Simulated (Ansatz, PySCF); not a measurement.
Process, species as SMILES: C#CC [prop-1-yne] → C#CC as doublet, charge +1 + e-
Geometries: B3LYP-D3(BJ)/def2-TZVP minima from Ansatz (a program for electronic structure). A spin state is the lowest found, not a proven ground state.
Geometry of the first species:
SMILES: C#CC
```xyz
7

C     -0.0011    -0.0004     0.2181
C     -0.0068    -0.0029     1.4176
C      0.0060     0.0025    -1.2360
H     -0.0119    -0.0051     2.4795
H      0.0152     1.0232    -1.6237
H      0.8874    -0.5130    -1.6226
H     -0.8790    -0.5002    -1.6311
```

Wanted: adiabatic ionisation energy (0 K, with B3LYP-D3(BJ) harmonic zero-point energies from PySCF), in eV. Cores are frozen in the correlated levels unless marked. UHF or UKS for open shells. Spin-orbit coupling is left out. Non-relativistic. CBS(X,Y): correlation extrapolated as X^-3; Hartree-Fock from the larger set. [CCSD(T)-MP2]/basis is that difference in the basis named.

| level | program | adiabatic ionisation energy (eV) |
|---|---|---|
| HF/cc-pwCVTZ | Ansatz | 8.86 |
| PBE/def2-TZVPD | Ansatz | 9.91 |
| revPBE-D3(BJ)/def2-TZVPD | Ansatz + dftd3 | 9.83 |
| TPSS-D4/def2-TZVPD | PySCF + dftd4 | 9.88 |
| M06-L-D4/def2-TZVPD | PySCF + dftd4 | 9.84 |
| B3LYP/def2-TZVPD | Ansatz | 10.03 |
| PBE0-D3(BJ)/def2-TZVP | Ansatz + dftd3 | 9.96 |
| PBE0-D3(BJ)/def2-TZVPD | Ansatz + dftd3 | 9.96 |
| PBE0-D4/def2-TZVPD | Ansatz + dftd4 | 9.97 |
| PBE0/def2-TZVPD | Ansatz | 9.96 |
| TPSSh/def2-TZVPD | PySCF | 9.88 |
| PW6B95-D4/def2-TZVPD | PySCF + dftd4 | 10.08 |
| B2GP-PLYP-D3(BJ)/def2-TZVPD | Ansatz + dftd3 | 10.16 |
| B2GP-PLYP-D4/def2-TZVPD | Ansatz + dftd4 | 10.16 |
| B2PLYP-D3(BJ)/def2-TZVPD | Ansatz + dftd3 | 10.11 |
| RPA@PBE/cc-pVTZ | Ansatz | 10.33 |
| RI-MP2/cc-pVTZ | Ansatz | 10.42 |
| SCS-MP2/6-31G* | Ansatz | 9.90 |
| CCSD/aug-cc-pVDZ | Ansatz | 10.00 |
| CCSD/cc-pwCVTZ | Ansatz | 10.12 |
| RI-MP2/CBS(cc-pVTZ,cc-pVQZ)+[CCSD(T)-MP2]/cc-pVTZ | Ansatz | 10.35 |
